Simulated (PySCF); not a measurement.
# NaAl: frontier orbitals

PBE0 at R = 3.168 Å; basis Na aug-pcseg-1, Al aug-pcseg-1; no relativity; PySCF 2.14. State: ³Π (triplet), unpaired electrons σ ↑, π ↑, a second solution, started from another occupation. Only the outer orbitals are listed, counted within each symmetry.

```tsv
spin	orbital	occ.	ε (eV)	on Na (%)	main shells (%)
α	2π	1	-32.90	100	100 Na p
α	6σ	1	-32.89	100	100 Na p
α	2π	1	-32.89	100	100 Na p
α	7σ	1	-8.50	3	96 Al s
α	8σ	1	-4.13	44	51 Al p, 42 Na s
α	3π	1	-3.36	6	94 Al p
α	3π	0	-1.75	14	84 Al p, 14 Na p
α	9σ	0	-1.60	71	44 Na s, 28 Na p, 28 Al p
α	4π	0	-0.36	100	100 Na p
β	2π	1	-32.83	100	100 Na p
β	6σ	1	-32.82	100	100 Na p
β	2π	1	-32.81	100	100 Na p
β	7σ	1	-7.31	2	97 Al s
β	8σ	0	-1.89	56	55 Na s, 40 Al p
β	3π	0	-1.28	7	91 Al p
β	3π	0	-0.71	16	82 Al p, 16 Na p
```

Question: Which are the highest filled and the lowest empty level, where do they sit, and how wide is the gap?

Answer: Highest filled α 3π at -3.36 eV (in %: 94 Al p); lowest empty β 8σ at -1.89 eV (in %: 55 Na s, 40 Al p); the gap at PBE0 is 1.47 eV.

```
bond order (Mayer)                               : 0.65
⟨S²⟩                                             : 2.005
charge on Na (Mulliken, basis-dependent)         : 0.45
charge on Na (Löwdin, basis-dependent)           : 0.33
dipole moment (positive dipole means Na(−)Al(+)) : -5.07 D
```
